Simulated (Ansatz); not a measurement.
**CHAlP (quartet): the correlation ladder at a displaced geometry (v1), cc-pVDZ**

The task here is to estimate one member of a computed series from the others.

The runs use Ansatz 0.2.0, Gaussian basis; cc-pVDZ, core rule «outside noble gas», up to 11 orbitals frozen.

Plan: UHF; CCSD(T) on ROHF; CCSD(T) on UHF; BCCD(T) on ROHF; CISD; CCSDT(Q) on ROHF; CCSDT(Q) on UHF.

25 further runs of the same task are left out: 8 that didn't finish, 17 set aside as unsound or not needed.

### What is computed

The geometry is a PBE0/def2-TZVP stationary point (not a proven minimum) with its atoms shifted at random (size 0.040 Å).

4 atoms, charge 0, spin multiplicity 4.

Atoms are counted from 1 here; the program's logs count them from 0.

Bond lengths: Al1–C2 1.868 Å, Al1–P3 2.472 Å, C2–P3 1.720 Å, C2–H4 1.081 Å. Angles: C2–Al1–P3 44.0°, Al1–C2–P3 87.0°, Al1–C2–H4 136.4°, P3–C2–H4 136.5°, Al1–P3–C2 49.0°.

Set-up of the first run:

in.yaml reads:

```yaml
crystal:
  periodic: [false, false, false]
  atoms:
    - {symbol: Al, position_ang: [-0.019637, -0.269191, 1.322527]}
    - {symbol: C, position_ang: [-0.020470, 1.044170, -0.005351]}
    - {symbol: P, position_ang: [0.027494, -0.239481, -1.148698]}
    - {symbol: H, position_ang: [-0.075283, 2.122756, -0.039722]}
basis:
  gaussian: {orbitals: cc-pVDZ}
magnetization: {spin_polarized: true, initial_magnetization: 3}
hamiltonian: {xc: hf}
output: {orbitals: {seedname: orbitals}}
```

Started as:

```console
ansatz run in.yaml --threads 1 --pin off --events-out ev --progress --plain --max-ram 2393MiB
```

Among the steps run: UHF; CCSD(T) on ROHF; CCSD(T) on UHF; BCCD(T) on ROHF; CISD; CCSDT(Q) on ROHF; CCSDT(Q) on UHF.

One of the session's tables, all rows but one given; the rest of the session is left out.

```
   method  from RCCSDT(Q) (kJ/mol)
     ROHF                   +853.2
     RMP2                   +109.4
     UMP2                   +116.9
     CISD                   +132.6
    RCCSD                        ?
    UCCSD                    +50.5
 RCCSD(T)                     +7.5
 UCCSD(T)                     +8.1
  BCCD(T)                     +8.1
   RCCSDT                     +4.7
   UCCSDT                     +4.6
RCCSDT(Q)                        0
UCCSDT(Q)                     -0.5
```

**Question.** Estimate the row for RCCSD.

The run gave: from RCCSDT(Q) (kJ/mol): +51.4. In the column «from RCCSDT(Q) (kJ/mol)» it lies between UCCSD (+50.5) and RMP2 (+109.4).

Left out of the table: UHF (another determinant or state than the rows shown).

Caveats from the session: Restricted and unrestricted rows rest on different reference determinants; where their highest levels disagree by more than a few hundredths of an eV, they describe different states and don't form one ladder.
